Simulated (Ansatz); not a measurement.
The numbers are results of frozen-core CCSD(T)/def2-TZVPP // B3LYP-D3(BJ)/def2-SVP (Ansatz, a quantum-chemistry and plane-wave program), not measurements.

Ansatz 0.2 input:
```yaml
crystal:
  periodic: [false, false, false]
  atoms:
    - { symbol: N, position_ang: [0.001538, 0.001744, 0.306023] }
    - { symbol: H, position_ang: [0.915332, -0.202118, -0.105463] }
    - { symbol: H, position_ang: [-0.632949, -0.692951, -0.094882] }
    - { symbol: H, position_ang: [-0.283922, 0.893324, -0.105678] }
basis:
  gaussian: { orbitals: def2-TZVPP }
correlation:
  method: ccsd_t
```

Output:

```
Functional definition: HF
419 factors; integrals over basis functions are off by at most 1.0e-3 eV
mean field evaluation 1: about -1528.0765 eV, gradient 3.0e1 eV
mean field evaluation 2: about -1528.0746 eV, gradient 3.0e1 eV
mean field evaluation 4: about -1529.8107 eV, gradient 1.6e0 eV
mean field evaluation 8: about -1529.8220 eV, gradient 6.6e-4 eV
mean field evaluation 16: about -1529.8214 eV, gradient 3.1e-1 eV
mean field -1529.82200465 eV, -56.2199217204 hartree, gradient 3.7e-6 eV, S^2 0.000000; 0 other end points of the search recorded, 0 dependent functions left out
1 core orbitals not correlated
reference -1529.82200465 eV, -56.2199217204 hartree; 4, 4 occupied and 68, 68 virtual orbitals, 419 factors
second order -6.41027705 eV of doubles, -0.00000000 eV of singles
cycle   1  -6.59542535 eV  change   -1.9e-1 eV  update   4.0e-2
cycle   2  -6.73200361 eV  change   -1.4e-1 eV  update   1.2e-2
cycle   3  -6.75116182 eV  change   -1.9e-2 eV  update   4.0e-3
cycle   4  -6.75163212 eV  change   -4.7e-4 eV  update   9.1e-4
cycle   5  -6.75181991 eV  change   -1.9e-4 eV  update   2.8e-4
cycle   6  -6.75182107 eV  change   -1.2e-6 eV  update   1.1e-4
cycle   7  -6.75181989 eV  change    1.2e-6 eV  update   4.2e-5
cycle   8  -6.75180936 eV  change    1.1e-5 eV  update   9.7e-6
cycle   9  -6.75180535 eV  change    4.0e-6 eV  update   2.4e-6
perturbative correction -0.21058790 eV, -0.0077389625 hartree
Total energy: -1536.78439790 eV, -56.4757849529 hartree
```

Cost: about 1.7 core-seconds (a rough figure).
